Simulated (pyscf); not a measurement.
Optimised with ωB97X-D3(BJ)/def2-SVP in PySCF.

Problem. Estimate by transition-state theory the rate constant of F–N•–F + H₃Si–SiH₃ → F–N(F)–SiH₃ + SiH₃• (doublet surface; Si–Si broken, N–Si formed) at 600 K, with ωB97M-D3(BJ)/def2-TZVP energies (ideal gas, 1 atm, RRHO with modes under 100 cm⁻¹ raised to 100, one conformer, R ln 2 for chiral ones without a mode under 150 cm⁻¹; no tunnelling).

Solution. The electronic barrier is 24.0 kcal/mol and the thermal terms add +20.3, so ΔG‡ = 44.3 kcal/mol. With k_BT/h = 1.25e+13 s⁻¹ and RT = 1.192 kcal/mol, and a volume of 8.18e-20 cm³ per molecule at 1 atm, k = 7.6e-23 cm³ molecule⁻¹ s⁻¹. Wigner's tunnelling factor for 943i cm⁻¹ would be 1.21. A shift of 1 kcal/mol in the barrier changes k by a factor 2.3. On the product side the descent ends in a complex, 4.1 kcal/mol under the separated species and 9.0 kcal/mol under the saddle at ωB97X-D3(BJ)/def2-TZVP. F–N(F)–SiH₃ lies 202.4 kcal/mol over its isomer H₂N–SiH(F)–F (electronic energy, ωB97M-D3(BJ)/def2-TZVP). One saddle was located; it need not be the lowest between these sides. The angle at the attacked Si is 176°.
